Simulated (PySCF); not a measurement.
**NaP (triplet) with other numerical set-ups**

Aim: see how much the energy and properties of NaP (triplet) depend on the numerical set-up.

The runs use PySCF 2.14.0; method and basis as typed in the scripts.

2 further runs of the same task are left out: 2 that didn't finish.

## 1. Where the work starts

NaP (triplet): 2 atoms, charge 0, spin multiplicity 3.

Bond lengths: Na1–P2 2.640 Å.

## 2. The base run

Input file input.py:

```python
from pyscf import gto, scf, mp

mol = gto.M(
    atom='Na 0 0 0; P 0 0 2.64',
    basis='sto-3g',
    charge=0,
    spin=2,
    symmetry=True,
    verbose=3,
)
mf = scf.UHF(mol)
mf = mf.density_fit(auxbasis='def2-universal-jkfit')
mf.kernel()
mp.MP2(mf, frozen=6).kernel()
mf.dip_moment()
print('orbital energies (hartree):', [e[max(0, n-3):n+3].round(4) for e, n in zip(mf.mo_energy, mol.nelec)])
```

Command:

```bash
$ OMP_NUM_THREADS=1 python input.py
```

The log of this run is left out.

It gives: E(SCF) = -496.636500 Eh, E(MP2) − E(SCF) = -0.04840 Eh, ⟨S²⟩ = 2.045, μ = 8.40 D (of the SCF density).

The bond length is a typed value, not an optimised one. The triplet is typed in the script; nothing here shows that it is the ground state.

## 3. Spin-free X2C on

Variant 1 changes spin-free X2C: off → on.

Input file input.py:

```python
from pyscf import gto, scf, mp

mol = gto.M(
    atom='Na 0 0 0; P 0 0 2.64',
    basis='sto-3g',
    charge=0,
    spin=2,
    symmetry=True,
    verbose=3,
)
mf = scf.UHF(mol)
mf = mf.sfx2c1e()
mf = mf.density_fit(auxbasis='def2-universal-jkfit')
mf.kernel()
mp.MP2(mf, frozen=6).kernel()
mf.dip_moment()
print('orbital energies (hartree):', [e[max(0, n-3):n+3].round(4) for e, n in zip(mf.mo_energy, mol.nelec)])
```

Command:

```bash
$ OMP_NUM_THREADS=1 python input.py
```

## 4. Aug-cc-pvdz

Variant 2 changes basis set: sto-3g → aug-cc-pvdz.

Edit input.py of step 2 so:

```diff
@@ -4,3 +4,3 @@
     atom='Na 0 0 0; P 0 0 2.64',
-    basis='sto-3g',
+    basis='aug-cc-pvdz',
     charge=0,
```

## 5. 6-31g(3d)

Variant 3 changes basis set: sto-3g → 6-31g(3d).

Edit input.py of step 2 so:

```diff
@@ -4,3 +4,3 @@
     atom='Na 0 0 0; P 0 0 2.64',
-    basis='sto-3g',
+    basis='6-31g(3d)',
     charge=0,
```

## 6. Def2-svp

Variant 4 changes basis set: sto-3g → def2-svp.

Edit input.py of step 2 so:

```diff
@@ -4,3 +4,3 @@
     atom='Na 0 0 0; P 0 0 2.64',
-    basis='sto-3g',
+    basis='def2-svp',
     charge=0,
```

**Question.** What will these runs give? Wanted: for each run, E(SCF); from base; gap, α spin; SCF dipole; after the SCF.

The runs gave:

```
                    run  E(SCF) (hartree)  from base (eV)  gap, α spin (eV)  SCF dipole (D)  functions                           after the SCF
                   base       -496.636500               0             12.72            8.40         18  MP2 correlation -1.317 eV, core frozen
       spin-free X2C on       -497.426908        -21.5081             12.73            8.36         18  MP2 correlation -1.313 eV, core frozen
            aug-cc-pvdz       -502.572264       -161.5203              7.13            8.17         54  MP2 correlation -2.481 eV, core frozen
6-31g(3d) (poor choice)       -502.540032  not comparable              7.29            7.85         56  MP2 correlation -3.038 eV, core frozen
               def2-svp       -502.395735       -156.7168              7.62            7.39         33  MP2 correlation -2.184 eV, core frozen
```

The largest comparable shift of the SCF energy, -161.520 eV, comes with the run “aug-cc-pvdz”. Scalar relativity lowers the total energy by 21.51 eV, nearly all of it in the inner shells; a basis contracted without relativity catches only part of it. aug-cc-pvdz (54 functions) gives an energy 161.52 eV lower than sto-3g (18). def2-svp (33 functions) gives an energy 156.72 eV lower than sto-3g (18). Rows marked «poor choice» come from settings spoiled on purpose.
